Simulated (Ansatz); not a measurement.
Born–Oppenheimer molecular dynamics of BCl2 (3 atoms, charge 1, multiplicity 1). It starts from a relaxed structure.

The calculation used Ansatz 0.2.0, RKS PBE0-D4/def2-SVP.

* ensemble: NVT, Langevin thermostat
* time step: 2 fs
* steps asked: 400
* set temperature: 1000 K
* friction: 0.005 /fs
* seed: 760645

First frame:

```xyz
3
Properties=species:S:1:pos:R:3
Cl -1.274 0.789 -0.608
B 0.000 0.000 0.000
Cl 1.274 -0.789 0.608
```

(1) How far do the bonds stretch over the last three quarters of this one trajectory? (Pairs bonded in most of those frames.)

## Answers

(1) 
| bond | mean (Å) | spread (Å) | shortest | longest |
| --- | --- | --- | --- | --- |
| Cl1–B2 | 1.623 | 0.033 | 1.55 | 1.74 |
| B2–Cl3 | 1.622 | 0.032 | 1.53 | 1.73 |

Mean temperature of the second half: 1046 K. A run of 0.8 ps of so small a system gives no equilibrium averages.

The run took 4.7 min on 1 thread of Arm Neoverse V1, with other jobs on the host, peak memory 0.093 GiB.
